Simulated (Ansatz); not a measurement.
Equilibrium of BH2(CH3) + C3H9N ⇌ BH(CH3)(NH2) + C3H8 at process temperatures

Species: BH2(CH3), singlet; C3H9N `CC(C)N`, singlet; BH(CH3)(NH2), singlet; C3H8 (propane) `CCC`, singlet. The partners trade H for NH2: B–H and C–NH2 bonds give way to B–NH2 and C–H.

The electronic reaction energy at CCSD(T)/CBS estimate is -205.1 kJ/mol. Shapes: PBE0-D4/def2-TZVP. Flexible molecules stand in one conformer, not always the lowest. Programs: Ansatz 0.2.0. Enthalpy and entropy come from rigid-rotor, harmonic-oscillator sums on unscaled PBE0-D4/def2-TZVP wavenumbers, ideal gases at 1 bar. Symmetry numbers: BH2(CH3) 1, C3H9N 1, BH(CH3)(NH2) 1, C3H8 2. R = 8.3145 J/(mol K).

| T (K) | ΔH (kJ/mol) | ΔS (J/(mol K)) |
| --- | --- | --- |
| 500 | -197.4 | -7.1 |
| 700 | -198.2 | -8.3 |
| 900 | ? | ? |

Problem. Work out ln K at 500 and 700 K, and from these estimate it at 900 K.

Solution. 
1. 500 K: ΔG = -197.4 − 500 × (-7.1)/1000 = -193.8 kJ/mol; ln K = −ΔG/RT = +46.62.
2. 700 K: ΔG = -198.2 − 700 × (-8.3)/1000 = -192.4 kJ/mol; ln K = −ΔG/RT = +33.06.
3. Slope against 1000/T: (+33.06 − (+46.62))/(1.4286 − 2.0000) = +23.73, that is −ΔH/R with ΔH near -197 kJ/mol.
4. 900 K: ln K = +46.62 + (+23.73) × (1.1111 − 2.0000) = +25.53.

The full sums give ΔH = -198.8 kJ/mol, ΔS = -9.2 J/(mol K), ΔG = -190.5 kJ/mol and ln K = +25.46 at 900 K, so the line is off by +0.07 in ln K; without rounding the miss is +0.03, from the change of ΔH with temperature. The products are favoured over this whole range. An error of 10 kJ/mol in the energy moves ln K by 1.3 at 900 K. Soft modes are treated as harmonic, which can err either way at these temperatures; the lowest are those of BH2(CH3) (172 cm⁻¹), C3H9N (220 cm⁻¹), BH(CH3)(NH2) (142 cm⁻¹), C3H8 (223 cm⁻¹). Other conformers aren't counted. The CBS estimate extrapolates MP2 from def2-TZVPP and def2-QZVPP and adds CCSD(T) − MP2 in the triple-zeta set, cores frozen.
